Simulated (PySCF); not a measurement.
# One shape, several levels: C5H9F (SMILES C=CCCCF)

Wanted: a comparison of 6 runs (HF/3-21G, HF/6-31G, SVWN5/6-31G, B3LYP/6-31G*, BP86/def2-SVP) of C5H9F. The job is set up through a Python script.

The calculation is run with PySCF 2.14.0.

## 1. Starting point

C5H9F has 15 atoms, charge 0, and is taken as a singlet. SMILES: `C=CCCCF`. Geometry: relaxed at GFN2-xTB. This is one conformer, not always the lowest.

Bond lengths: C1–C2 1.320 Å, C2–C3 1.498 Å, C3–C4 1.533 Å, C4–C5 1.522 Å, C5–F6 1.376 Å, C1–H7 1.078 Å, C1–H8 1.076 Å, C2–H9 1.082 Å, C3–H10 1.093 Å, C3–H11 1.091 Å, C4–H12 1.092 Å, C4–H13 1.092 Å, C5–H14 1.096 Å, C5–H15 1.094 Å. Some angles: C1–C2–C3 124.1°, C2–C3–C4 112.1°, C3–C4–C5 112.2°, C4–C5–F6 110.0°, C1–C2–H9 120.1°, C3–C2–H9 115.8°, C2–C1–H7 121.6°, C2–C1–H8 122.1°, C2–C3–H10 109.5°, C2–C3–H11 109.4°.

## 2. Energy and gradient at HF/3-21G (run 1)

The input, start.xyz:

```xyz
15
C5H9F
C      0.113290    -2.399920    -0.204760
C      0.360810    -1.236410     0.366510
C      0.889830    -0.039730    -0.362320
C     -0.194210     1.018850    -0.597390
C     -0.732130     1.591380     0.705900
F     -1.579590     2.643450     0.443690
H      0.297560    -2.565280    -1.254120
H     -0.277030    -3.237420     0.347540
H      0.172420    -1.099260     1.423250
H      1.705140     0.406920     0.212710
H      1.283920    -0.349990    -1.331540
H     -1.018560     0.581010    -1.163550
H      0.221830     1.839540    -1.185830
H      0.073390     1.990070     1.332300
H     -1.316670     0.856790     1.267620
```

The input, calc.py:

```python
import pyscf.grad
from pyscf import gto, scf

mol = gto.M(
    atom='start.xyz',
    verbose=4,
    basis='3-21g',
    spin=0,
    max_memory=1860,
)

myscf = scf.RHF(mol)
myscf.conv_tol = 1e-10
myscf.kernel()
if not myscf.converged:
    myscf = myscf.newton().run(myscf.mo_coeff, myscf.mo_occ)

etot = myscf.e_tot
print('E(%s) = %.9f' % ('HF', etot))
grad = myscf.Gradients().kernel()
dip = myscf.dip_moment()
pop, q = myscf.mulliken_pop()
```

Command:

```console
$ OMP_NUM_THREADS=1 python calc.py
```

The log of the run:

```text
PySCF version 2.14.0

[... 69 lines left out ...]
converged SCF energy = -292.374694751518
[... 12 lines left out ...]
Dipole moment(X, Y, Z, Debye):  1.37766, -1.58614,  0.14039
[... 88 lines left out ...]
charge of   14H =      0.19706
```

It took 5.7 s on 1 thread of Intel Xeon at 2.70GHz, shared host; peak memory 0.14 GiB.

## 3. Energy and gradient at HF/6-31G (run 2)

The input, job.py:

```python
from pyscf import gto, scf

mol = gto.M(
    atom='''
C      0.214087    -4.535192    -0.386940
C      0.681832    -2.336476     0.692604
C      1.681535    -0.075079    -0.684686
C     -0.367004     1.925347    -1.128903
C     -1.383525     3.007272     1.333958
F     -2.984992     4.995397     0.838453
H      0.562307    -4.847677    -2.369943
H     -0.523511    -6.117837     0.656755
H      0.325827    -2.077300     2.689553
H      3.222248     0.768967     0.401964
H      2.426257    -0.661385    -2.516246
H     -1.924799     1.097950    -2.198791
H      0.419198     3.476227    -2.240894
H      0.138687     3.760687     2.517682
H     -2.488146     1.619098     2.395455
''',
    max_memory=1860,
    basis='6-31g',
    charge=0,
    unit='bohr',
    verbose=3,
)

myscf = scf.RHF(mol)
myscf.conv_tol = 1e-10
myscf.kernel()
if not myscf.converged:
    myscf = myscf.newton().run(myscf.mo_coeff, myscf.mo_occ)

energy = myscf.e_tot
print('Final energy', energy)
grad = myscf.nuc_grad_method().kernel()
dip = myscf.dip_moment()
pop, q = myscf.mulliken_pop()
```

Command:

```console
$ OMP_NUM_THREADS=1 python job.py
```

The log of the run:

```text
converged SCF energy = -293.88486850185
Final energy -293.88486850184984
[... 8 lines left out ...]
Dipole moment(X, Y, Z, Debye):  1.56625, -1.77654,  0.17987
[... 88 lines left out ...]
charge of   14H =      0.15962
```

It took 11 s on 1 thread of Intel Xeon at 2.70GHz, shared host; peak memory 0.14 GiB.

Runs 3 to 5 aren't shown in full; the table further down has their settings and results.

## 4. Energy and gradient at BP86/def2-SVP (run 6)

The input, job.py:

```python
from pyscf import gto, dft

mol = gto.Mole()
mol.atom = '''
C      0.214087    -4.535192    -0.386940
C      0.681832    -2.336476     0.692604
C      1.681535    -0.075079    -0.684686
C     -0.367004     1.925347    -1.128903
C     -1.383525     3.007272     1.333958
F     -2.984992     4.995397     0.838453
H      0.562307    -4.847677    -2.369943
H     -0.523511    -6.117837     0.656755
H      0.325827    -2.077300     2.689553
H      3.222248     0.768967     0.401964
H      2.426257    -0.661385    -2.516246
H     -1.924799     1.097950    -2.198791
H      0.419198     3.476227    -2.240894
H      0.138687     3.760687     2.517682
H     -2.488146     1.619098     2.395455
'''
mol.unit = 'bohr'
mol.basis = 'def2-svp'
mol.spin = 0
mol.max_memory = 1860
mol.verbose = 4
mol.build()

mf = dft.RKS(mol)
mf.xc = 'bp86'
mf.conv_tol = 1e-10
mf.grids.level = 5
mf.kernel()
if not mf.converged:
    mf = mf.newton().run(mf.mo_coeff, mf.mo_occ)

e_final = mf.e_tot
print(f'total energy: {e_final:.8f} hartree')
grad = mf.nuc_grad_method().kernel()
dip = mf.dip_moment()
pop, q = mf.mulliken_pop()
```

Command:

```console
$ OMP_NUM_THREADS=1 python job.py
```

The log of the run:

```text
PySCF version 2.14.0

[... 86 lines left out ...]
converged SCF energy = -295.526570571256
total energy: -295.52657057 hartree
[... 12 lines left out ...]
Dipole moment(X, Y, Z, Debye):  1.07134, -1.03333,  0.09505
[... 145 lines left out ...]
charge of   14H =      0.02080
```

Run time: 66 s. Hardware: 1 thread of Intel Xeon at 2.70GHz, shared host; peak memory 1.4 GiB.

## 5. All runs side by side

```
run                               level  integration grid  Cartesian functions  energy (Eh)  dipole moment (D)  HOMO energy (eV)  LUMO energy (eV)  wall time
  1                            HF/3-21G                 –                   no  -292.374695               2.11            -10.06              4.79      5.7 s
  2                            HF/6-31G                 –                   no  -293.884869               2.38            -10.02              4.58       11 s
  3                         SVWN5/6-31G                 5                   no  -293.193907               1.80             -6.35             -0.57       26 s
  4  B3LYP/6-31G* (spherical functions)                 5                   no  -295.752546               1.58             -7.07              0.49       70 s
  5  B3LYP/6-31G* (Cartesian functions)                 5                  yes  -295.757320               1.58             -7.07              0.48       78 s
  6                       BP86/def2-SVP                 5                   no  -295.526571               1.49             -6.47             -0.76       66 s
```

## 6. Summary of results

| quantity | value |
| --- | --- |
| run 6: total energy | -295.52657 Eh |
| run 6: dipole moment | 1.49 D |
| run 6: HOMO energy | -6.47 eV |
| run 6: LUMO energy | -0.76 eV |
| run 6: HOMO–LUMO gap | 5.71 eV |
| run 6: largest force on an atom | 1.086 eV/Å |

What this shows: The dipole moment (its size) runs from 1.49 D (BP86/def2-SVP) to 2.38 D (HF/6-31G). The two ends differ in method and basis. The HOMO–LUMO gap runs from 5.71 eV (BP86/def2-SVP) to 14.85 eV (HF/3-21G). Totals of different functionals can't be ranked against each other. All runs together took 4.3 min, the longest 78 s.
